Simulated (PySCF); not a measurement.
Gas-phase reaction: SiH2Cl + 2 HCl ⇌ SiHCl3 + 3 H

Method: PySCF energies (xtb for GFN2) plus ideal-gas RRHO corrections (1 bar). † marks an energy on the PBE0/def2-TZVP geometry and frequencies; other levels use their own. MP2 and CCSD(T) freeze the core. 6-31G* has spherical d functions here. Open shells (unrestricted): SiH2Cl (multiplicity 2), H (multiplicity 2); the rest are closed-shell singlets. GFN2 has no spin-polarisation term. SiH2Cl: computed as isolated molecules; such fragments, hydroxides, amides, oligomers or adducts are transient or little studied in the gas. MP2 isn't extrapolated to the basis-set limit; its ΔH°(298 K) is 268.5 kJ in def2-SVP and 274.5 kJ in def2-TZVPP. CCSD(T) isn't extrapolated to the basis-set limit; its ΔH°(298 K) is 319.1 kJ in def2-SVP and 327.1 kJ in def2-TZVPP. The harmonic model lacks anharmonicity and excited electronic states, which grow with temperature; levels with a mode under 35 cm⁻¹ are left out.

| level | ΔE electronic, kJ | ΔH°(298 K), kJ | ΔS°(298 K), J/K | ΔG°(1200 K), kJ |
|---|---|---|---|---|
| CCSD(T)/def2-SVP† | 355 | 319 | 23 | 266 |
| CCSD(T)/def2-TZVPP† | 363 | 327 | 23 | 274 |
| GFN2-xTB | 492 | 460 | 28 | 400 |
| HF/6-31G* | 243 | 204 | 21 | 153 |
| M06-2X/def2-TZVP† | 341 | 305 | 23 | 252 |
| MP2/def2-SVP† | 304 | 268 | 23 | 215 |
| MP2/def2-TZVPP† | 310 | 274 | 23 | 221 |
| PBE0/def2-SVP† | 339 | 303 | 23 | 250 |
| r2SCAN/def2-TZVP† | 346 | 310 | 23 | 257 |
| ωB97M-V/def2-TZVP† | 338 | 302 | 23 | 249 |
ΔH° is lowest at HF/6-31G* and highest at GFN2-xTB. No reference value is set beside these.
